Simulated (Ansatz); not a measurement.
```yaml
atoms:
  - { symbol: C, position_ang: [-0.0099, -0.0206, -0.6280] }
  - { symbol: O, position_ang: [-0.0608, -0.0736, 0.7598] }
  - { symbol: H, position_ang: [-0.0077, -1.0539, -1.0467] }
  - { symbol: H, position_ang: [-0.8778, 0.4685, -1.0031] }
  - { symbol: H, position_ang: [0.8725, 0.4384, -1.1209] }
  - { symbol: H, position_ang: [0.0139, 0.8547, 1.0820] }
```

RHF on singlet CH₄O was run in several spherical basis sets with Ansatz (development build ahead of 0.2.0).

Problem. Rank the basis sets by the total energy that they give, lowest first, with the distance from the lowest.
A. cc-pVDZ
B. 6-31G
C. STO-3G
D. def2-SVP

Solution. A (0.00 eV), B (1.75 eV), D (2.59 eV), C (40.84 eV).

Totals follow the description of the cores as much as that of the bonds, so this order isn't one of quality for chemistry.
